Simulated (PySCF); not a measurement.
diphosphorus (P₂), SMILES P#P. The structure is a stationary point at B3LYP-D3(BJ)/def2-TZVPD.

PySCF 2.14.0 with TDA-CAM-B3LYP/def2-TZVPD puts the lowest singlet excitations at 3.41, 3.76, 3.76, 4.40, 4.40, 6.90 eV.

Q: What are the lowest excitation roots from ADC(3)/aug-cc-pVDZ run with PySCF 2.14.0? (Estimate from the structure and the level; the computed values follow.)

A: 3.80, 4.02, 4.02, 4.39, 4.39, 6.49 eV. S1 differs by 0.39 eV (second minus first; roots are paired by order, and the bases may differ).
